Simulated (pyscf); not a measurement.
Elementary routes open to H₃C–CH₂–O–SiH₃ + H atom (H•) in the gas phase (doublet surface):
A. ethyl (•H₂C–CH₃) + silanol (HO–SiH₃) (C–O broken; H–O formed)
B. H₃C–CH₂–O–SiH₂• + hydrogen (H₂) (H–Si broken; H–H formed)

Optimised with ωB97X-D3(BJ)/def2-SVP in PySCF.

### Question
Rank the routes by free-energy barrier at 600 K, lowest first, for ωB97M-D3(BJ)/def2-TZVP energies (ideal gas, 1 atm, RRHO with modes under 100 cm⁻¹ raised to 100, one conformer, R ln 2 for chiral ones without a mode under 150 cm⁻¹).

### Answer
B (66.4 kJ/mol), A (157.3 kJ/mol)

Route B is the fastest of these, ahead of the next by 90.9 kJ/mol. The most stable products are those of A (ΔG = -140.5 kJ/mol), whose barrier is 90.9 kJ/mol higher: the kinetic and the thermodynamic product differ. At 1200 K B is still the fastest. Only these routes are compared; each barrier is that of the saddle found, and lower ones may exist.
